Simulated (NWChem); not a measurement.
NO cation

```xyz
2

N      0.0000     0.0000    -0.5721
O      0.0000     0.0000     0.5006
```
Atoms are numbered in this order, from 1.

Program: NWChem. The geometry was optimised at B3LYP/6-31G* (spherical d).

Task: Order these by “orbital gap (eV)”, lowest first: PBE/def2-TZVPD; PBE/def2-SVP; PBE/STO-3G.

Result: PBE/STO-3G (7.63), PBE/def2-SVP (8.29), PBE/def2-TZVPD (8.45)
